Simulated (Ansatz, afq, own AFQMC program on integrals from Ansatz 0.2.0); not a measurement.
AFQMC on a folder of integrals that Ansatz 0.2.0 wrote.

```yaml
crystal:
  periodic: [false, false, false]
  atoms:
    - {symbol: Al, position_ang: [0.000000, 0.000000, 0.461264]}
    - {symbol: C, position_ang: [0.000000, 0.000000, -1.047736]}
    - {symbol: H, position_ang: [0.000000, 1.432477, 1.134378]}
    - {symbol: H, position_ang: [0.000000, -1.432476, 1.134378]}
    - {symbol: H, position_ang: [0.000000, 0.000000, -2.131425]}
basis:
  gaussian: {orbitals: cc-pVDZ}
magnetization: {spin_polarized: false}
correlation: {method: ccsd_t, electrons: outside_noble_gas, hamiltonian_folder: ham}
```

```sh
$ ansatz run in.yaml --threads 1 --pin off --events-out ev --progress --plain --max-ram 1382MiB
```

afq runs on the folder ham with

```
--method phaseless --trial cisd --walkers 60 --populations 1 --least-time 40 --time-step 0.005 --steps-per-block 50 --equilibration-blocks 28 --max-blocks 300 --target-error 0.00038 --factor-cut 1e-05 --seed 7340 --release-times 0.24,0.51,0.99,1.62,2.4 --release-step 0.03 --release-every 4 --taylor-order 6
```

Times are imaginary, in 1/Eh. The walk had a cap of 656 s.

Log:

```
orbitals 41  electrons 5 5  factors 318 of 443
reference energy -281.28627872 Eh
CCSD correlation -0.21384295 Eh in 13 cycles, weight of the determinant in the CISD state 0.8618
energy of the start -281.500122 Eh
 block  time / (1/Eh)  mean weight  energy / Eh
     1     0.250  1.0002  -281.497519
     2     0.500  1.0005  -281.499486
     3     0.750  0.9994  -281.500972
     4     1.000  0.9992  -281.501877
     5     1.250  0.9991  -281.503267
     9     2.250  0.9994  -281.508535
    33     8.250  0.9987  -281.502456
    65    16.250  0.9993  -281.507766
    97    24.250  0.9985  -281.512357
   129    32.250  0.9977  -281.511609
   161    40.250  1.0012  -281.514251
   193    48.250  1.0016  -281.515253
   225    56.250  1.0009  -281.521539
   257    64.250  1.0008  -281.501590
   289    72.250  1.0013  -281.502734
   321    80.250  1.0003  -281.510478
blocks merged  error / Eh  count
     1  0.000280  300
     2  0.000328  150
     4  0.000374  75
     8  0.000416  37
    16  0.000441  18
    32  0.000394  9
released: time / (1/Eh)  energy / Eh  error  mean overlap
  0.24  -281.509369  0.000404  0.9991
  0.51  -281.509490  0.000465  1.0086
  0.99  -281.509215  0.000552  1.0088
  1.62  -281.509840  0.000673  0.9991
  2.40  -281.508922  0.000847  1.0190
energy -281.508738 +/- 0.000441 Eh
(rows thinned)
```

The run passed its tests (sampling time, drift between the halves within three errors, error under three times the target), which doesn't prove that it has relaxed.

Against this walk (error 12.0 meV) on the same determinant: CCSD(T) 64.0 meV higher, CCSDT(Q) 1.7 meV higher (within the noise). The error is statistical and leaves out the bias of the constraint. Released to 2.40 1/Eh the energy moves by -5 ± 26 meV (both errors), within twice the noise.

Cautions: constraint bias not in the error; error above the target (12.0 against 10.3 meV); higher spins were not checked; restricted determinant unstable towards unrestricted (UHF 719 meV lower, ⟨S²⟩ 0.92); raised T1 diagnostic (T1 0.032, weight of the determinant 0.86, largest double 0.10); CCSDT(Q) on the UHF determinant differs (424 meV lower), perhaps since the unrestricted series falls towards higher spin; the bias of populations of 60 walkers isn't removed.

The walk took 4.1 min on 1 thread of Arm Neoverse V2, with other jobs on the host. The log's last line is the phaseless energy.

CCSDT and higher add their correlation energy to the determinant of the CCSD(T) run, since their own runs factorise the integrals more tightly (a shift of under 2 meV). A walk keeps the symmetry of its determinant, which the program's search chose and which needn't be the lowest solution, so a lower state of the same spin and another symmetry isn't excluded.
